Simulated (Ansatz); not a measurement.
## Forces on a displaced structure

CHCl₂, doublet, displaced at random from its PBE0-D4/def2-TZVP minimum.

| atom | x (Å) | y (Å) | z (Å) |
| --- | --- | --- | --- |
| Cl1 | -1.4152 | 0.3387 | -0.5199 |
| C2 | 0.1647 | 0.0019 | -0.1213 |
| Cl3 | 0.4490 | -1.3374 | 0.7537 |
| H4 | 0.7611 | 1.2268 | 0.1705 |

Program: Ansatz 0.2.0. Basis: def2-TZVPP. Cores are frozen in the correlated methods; orbitals are unrestricted.

CCSD(T) forces from the calculation:
| atom | Fx | Fy | Fz (eV/Å) |
| --- | --- | --- | --- |
| Cl1 | -1.670 | 0.211 | -0.655 |
| C2 | 2.254 | 5.907 | 0.040 |
| Cl3 | 0.830 | -1.846 | 1.357 |
| H4 | -1.414 | -4.272 | -0.741 |

Problem. Which atom feels the largest CCSD(T) force, and how large is it?

Solution. C2, 6.32 eV/Å, along (0.36, 0.93, 0.01).

Root-mean-square difference of the force components from those of CCSD(T): PBE-D4 0.177; r2SCAN-D4 0.109; PBE0-D4 0.196; wB97M-V 0.127 eV/Å.

T1 diagnostic: at most 0.017. ⟨S²⟩ of the unrestricted Hartree–Fock references: 0.77 (a pure state has 0.75).

For scale, one of the runs: CCSD(T)/def2-TZVPP forces, 129 basis functions (an equivalent command: `ansatz run in.yaml --threads 2`). Hardware: 2 CPU threads, shared host. Wall time 2.7 min; peak host memory 2.2 GiB.
